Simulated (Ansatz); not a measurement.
Molecule: O$_{2}$, net charge 0, triplet state. 
Coordinates optimised at B3LYP-D3(BJ)/def2-TZVP (Ansatz, a program for electronic structure):
```
O
O 1 1.2043
```
Charge 0, spin multiplicity 3.

Computed values are from Ansatz. Valence correlation only, unless marked. UHF or UKS for open shells. Spin-orbit coupling is left out. No relativistic terms. CBS marks a two-point X^-3 extrapolation of the correlation energy; Hartree-Fock from the larger set (for Q and 5 zeta extrapolated as (X+1)exp(-9√X)).

Problem. What is the total energy at CCSD(T)/CBS(cc-pVQZ,cc-pV5Z)?

Solution. -150.2021 Eh.

Problem. What is the dipole moment at CCSD(T)/aug-cc-pVDZ?

Solution. 0.00 D.

Problem. What is the vertical electron affinity (to the doublet; negative means unbound) at CCSD(T)/CBS(aug-cc-pVTZ,aug-cc-pVQZ)?

Solution. -0.10 eV.

Problem. What is the atomisation energy De at CCSD(T)/CBS(cc-pVQZ,cc-pV5Z)?

Solution. 500.8 kJ/mol.

Problem. What is the T1 diagnostic at CCSD/cc-pV5Z?

Solution. 0.018.
